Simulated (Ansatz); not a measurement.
**CS+ (quartet): RPA-PBE over a scan of the distance C1–S2, 6-31G**

Aim: run CS+ (quartet) with these functionals over a scan of the distance C1–S2, and hold them against the top wave-function level at the same points.

Program: Ansatz 0.2.0, Gaussian basis. Level of theory: 6-31G, all electrons in the functionals, frozen cores in the correlation of double hybrids and RPA. These are calculated values, not measurements.

Plan: RPA-PBE, at 1.341 Å; 1.482 Å; 1.654 Å; 1.833 Å; 2.012 Å; 2.275 Å; 2.693 Å; 3.083 Å; 3.608 Å; 4.382 Å; 5.758 Å.

15 further runs of the same task are left out: 10 that didn't finish, 5 set aside as unsound or not needed. Runs told in other sessions of the task aren't counted.

## (1) The geometry

The geometry derives from a PBE0/def2-TZVP stationary point (not a proven minimum). One bond is set to the value named and the two fragments are kept rigid.

2 atoms, charge 1, spin multiplicity 4.

Atoms are counted from 1 here; the program's logs count them from 0.

Bond lengths: C1–S2 1.654 Å.

No dispersion term is added.

The geometry shown and the zero of energy belong to the point 1.654 Å. The yardstick, FCI, and other wave-function levels (R restricted, U unrestricted, valence and pair active spaces) come from earlier runs.

## (2) RPA-PBE, 1.341 Å

File in.yaml:

```yaml
crystal:
  periodic: [false, false, false]
  atoms:
    - {symbol: C, position_ang: [0.000000, 0.000000, 0.000000]}
    - {symbol: S, position_ang: [0.000000, 0.000000, 1.341000]}
basis:
  gaussian: {orbitals: 6-31G}
total_charge: 1
magnetization: {spin_polarized: true, initial_magnetization: 3}
hamiltonian: {xc: {name: PBE}}
correlation: {method: rpa, electrons: outside_noble_gas}
```

Launch:

```console
> ansatz run in.yaml --threads 1 --pin off --events-out ev --progress --plain --max-ram 2393MiB
```

The runs that follow: RPA-PBE, 1.482 Å; RPA-PBE, 1.654 Å; RPA-PBE, 1.833 Å; RPA-PBE, 2.012 Å; RPA-PBE, 2.275 Å; RPA-PBE, 2.693 Å; RPA-PBE, 3.083 Å; RPA-PBE, 3.608 Å; RPA-PBE, 4.382 Å; RPA-PBE, 5.758 Å.

**Question.** What will the summary of the whole plan be? Wanted: span of the FCI curve; largest miss, RPA-PBE.

As calculated:

```
             quantity                     value
span of the FCI curve            112.7 kcal/mol
largest miss, RPA-PBE  -59.0 kcal/mol (5.758 Å)
```

**Reading.** RPA-PBE strays by up to 59.0 kcal/mol, at 5.758 Å. RPA-PBE clearly breaks the spin symmetry at some points (⟨S²⟩ up to 0.54 above the pure value), so energy there is bought with a mixed spin. Functionals and the yardstick converge differently with the basis, so part of each miss in 6-31G is the basis.
